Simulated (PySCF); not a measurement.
Frontier orbitals and the lowest excitations

Species: C3H3NOS.
Z-matrix (Å and degrees, PBE0-D3(BJ)/def2-SVP geometry), rows numbered from 1:
```
S 
C   1  1.7421
C   2  1.3678  1  131.59
C   3  1.4194  2  102.41  1   179.94
N   4  1.3061  3  112.43  2    -0.02
O   2  1.3351  1  118.50  3   179.92
H   1  1.3507  2   94.09  3   179.37
H   3  1.0858  2  128.47  1    -0.02
H   4  1.0904  3  128.52  2   179.98
```

Method used: TDDFT B3LYP/def2-SVPD, vertical, gas phase, core orbitals frozen in the response in PySCF.

Frontier orbitals with the atoms that hold most of them (Löwdin shares over 4%, at most four atoms; ? is withheld):

```json
{"orbital": "HOMO-3", "ε (eV)": "-9.19", "atoms": "S1 38%, C2 22%, N5 19%, C4 9%"}
{"orbital": "HOMO-2", "ε (eV)": "-8.69", "atoms": "O6 31%, C4 25%, C3 21%, N5 9%"}
{"orbital": "HOMO-1", "ε (eV)": "-8.68", "atoms": "N5 64%, O6 12%, C4 12%, C3 4%"}
{"orbital": "HOMO", "ε (eV)": "-6.78", "atoms": "S1 37%, N5 18%, C3 17%, C2 15%"}
{"orbital": "LUMO", "ε (eV)": "-0.87", "atoms": "?"}
{"orbital": "LUMO+1", "ε (eV)": "-0.47", "atoms": "S1 58%, H7 23%, C2 7%, O6 5%"}
{"orbital": "LUMO+2", "ε (eV)": "0.05", "atoms": "S1 68%, C2 12%, H7 11%"}
```

**Question.** Which atoms hold the LUMO, and with what shares?

**Answer.** C2 (bonded to C, O and S) 23%; N5 (bonded to C and O) 22%; O6 (bonded to C and N) 16%; C4 (bonded to C, N and H) 15%. By element: carbon 38% or more, nitrogen 22%, oxygen 16%.

**Question.** The HOMO–LUMO gap is 5.91 eV. Where does the response calculation put the lowest singlet, and from which orbitals?

**Answer.** S1 is at 5.13 eV (f = 0.0011), 0.78 eV below the gap, made of HOMO→LUMO+1 (96%). Its leading pair isn't HOMO and LUMO; the energies of that pair differ by 6.31 eV. 

**Question.** One configuration dominates each of S1 and S2. Which, and how do the shares of the two leading atoms of either orbital change from the occupied to the empty one?

**Answer.** 
- S1 (5.13 eV, f 0.0011), HOMO→LUMO+1 (96%): S1 37% → 58%, N5 18% → at most 5%, H7 at most 13% → 23%
- S2 (5.50 eV, f 0.236), HOMO→LUMO (95%): S1 37% → at most 16%, N5 18% → 22%, C2 15% → 23%

Löwdin shares depend on the basis, the more so with diffuse functions.

One conformer stands for the species.
